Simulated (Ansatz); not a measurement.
Basis-set extrapolation for B2H4O (`BBO`) (PBE0-D4/def2-TZVP geometry, frozen core, Ansatz). Multiplicity 1, RHF reference.

```json
{"": "HF", "def2-TZVPP": "-126.617051", "def2-QZVPP": "-126.623358"}
{"": "MP2 correlation", "def2-TZVPP": "-0.439036", "def2-QZVPP": "-0.471493"}
{"": "CCSD(T) correlation", "def2-TZVPP": "-0.485330", "def2-QZVPP": "not run"}
```

Energies in hartree. Use E(X) = E(∞) + A·exp(−7.88·√X) for Hartree–Fock and E(X) = E(∞) + B·X^(−2.97) for correlation, with X = 3 and 4, and add CCSD(T) minus MP2 of the smaller set to the MP2 limit.

Q: What is the CCSD(T) energy at the basis-set limit?

A: HF limit: -126.623358 + (-0.006307) × 0.13774 = -126.62423. MP2 limit: -0.471493 + (-0.032457) × 0.74074 = -0.49554. Higher-order term: -0.485330 − (-0.439036) = -0.04629. Total: -127.16606 hartree, 40.0 kcal/mol below CCSD(T)/def2-TZVPP.
